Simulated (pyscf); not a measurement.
Single points on ωB97X-D3(BJ)/def2-SVP structures (PySCF, gas phase).

How much does it cost (ΔH, 298 K, ωB97M-D3(BJ)/def2-TZVP) to split `[CH3][BiH][CH3]` at its Bi–H bond into H₃C–Bi•–CH₃ + H•?

Bi–H to H₃C–Bi•–CH₃ + H•: 2.62 eV. The 7 functionals that were run give +2.30 (M06-2X) to +2.69 eV (ωB97X-D3(BJ)/def2-TZVP). Other isomers of H₃C–Bi•–CH₃ were not searched in full and may lie lower. Elements past Kr carry the def2 core potentials, without spin-orbit coupling.
